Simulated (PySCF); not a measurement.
Gas-phase reaction: 6 SiHF2 = c-Si3H6 + 3 SiF4

Method: PySCF energies plus ideal-gas RRHO corrections (1 bar). † marks an energy on the PBE0/def2-TZVP geometry and frequencies; other levels use their own. MP2 and CCSD(T) freeze the core. 6-31G* has spherical d functions here. Open shells (unrestricted): SiHF2 (multiplicity 2); the rest are closed-shell singlets. SiHF2, c-Si3H6: computed as isolated molecules; such fragments, hydroxides, amides, oligomers or adducts are transient or little studied in the gas. MP2 isn't extrapolated to the basis-set limit; its ΔH°(298 K) is -1005.1 kJ in def2-SVP and -1021.3 kJ in def2-TZVPP. CCSD(T) isn't extrapolated to the basis-set limit; its ΔH°(298 K) is -1014.5 kJ in def2-SVP and -1042.2 kJ in def2-TZVPP. The harmonic model lacks anharmonicity and excited electronic states, which grow with temperature; levels with a mode under 35 cm⁻¹ are left out.

```csv
level,"ΔE electronic, kJ","ΔH°(298 K), kJ","ΔS°(298 K), J/K","ΔG°(800 K), kJ"
BLYP/def2-TZVP†,-882,-865,-473,-494
CCSD(T)/def2-TZVPP†,-1059,-1042,-473,-671
HF/6-31G*,-849,-835,-484,-457
HF/def2-TZVP†,-788,-771,-473,-400
M06-2X/def2-TZVP†,-1009,-991,-473,-621
MP2/def2-SVP†,-1022,-1005,-473,-634
PBE/def2-SVP,-970,-953,-470,-585
PBE0/def2-TZVP,-997,-980,-473,-609
LDA/def2-TZVP†,-1104,-1087,-473,-716
ωB97M-V/def2-TZVP†,-1057,-1040,-473,-669
ωB97X-V/def2-TZVP†,-1045,-1028,-473,-657
```
ΔH° is lowest at LDA/def2-TZVP† and highest at HF/def2-TZVP†. No reference value is set beside these.
